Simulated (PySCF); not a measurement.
Atom-mapped SMILES (the numbers label the heavy atoms): `[NH3+:1][BH2-:2][OH:3]`. Each H is labelled by its parent atom.

Relativity neglected, equivalent nuclei averaged, no solvent model, a single conformation. NMR shieldings at CAM-B3LYP/pcSseg-2/GIAO; structure optimised with PBE0-D3(BJ)/def2-SVP; PySCF 2.14.

Referencing at the same level of theory: $^{1}$H against TMS; NH3 for $^{15}$N; $^{11}$B against BF3·OEt2; H2O for $^{17}$O.

| atoms | nucleus | count | δ (ppm) |
| --- | --- | --- | --- |
| N1 | $^{15}$N | 1 | 57.0 |
| H(O3) | $^{1}$H | 1 | ? |
| H(B2) | $^{1}$H | 2 | 3.23 |
| O3 | $^{17}$O | 1 | ? |
| B2 | $^{11}$B | 1 | -4.9 |
| H(N1) | $^{1}$H | 3 | 2.40 |

Fill in the missing shifts.

Answers


- H(O3): 0.87 ppm, hydrogen on an oxygen bonded to B; exchangeable; this is the value without hydrogen bonding to other molecules
- O3: 37.1 ppm, oxygen bonded to B, H

Exchangeable OH/NH protons stand at their gas-phase positions; hydrogen bonding in a real sample shifts them, mostly to higher δ. Hydrogens on boron are broadened and split by $^{11}$B (spin 3/2, 80 %) and 10B (spin 3). Experimental scales use liquid or dissolved standards, which lie at an offset from isolated NH3 (liquid NH3: subtract about 20 ppm) and H2O (liquid H2O: subtract about 36 ppm).
